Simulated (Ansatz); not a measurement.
A calculation with Ansatz (development build ahead of 0.2.0).

```yaml
crystal:
  periodic: [false, false, false]
  atoms:
    - { symbol: O, position_ang: [0.0, 0.0, -0.4171] }
    - { symbol: H, position_ang: [0.0, 0.0, 0.4171] }
basis:
  gaussian: { orbitals: cc-pVTZ }
magnetization:
  initial_magnetization: 1
hamiltonian:
  xc: hf
correlation:
  method: ccsd_t
  frozen_orbitals: { H: 0, O: 1 }
```

The input is written out in the form of the current development build from the run's settings. Correlation on restricted open-shell orbitals is semicanonical, with singles.

The run gave:

| Item | Value |
| --- | --- |
| Converged | yes |
| Reference energy | -75.39606 hartree |
| Correlation energy | -0.21805 hartree |
| Total energy | -75.61411 hartree |
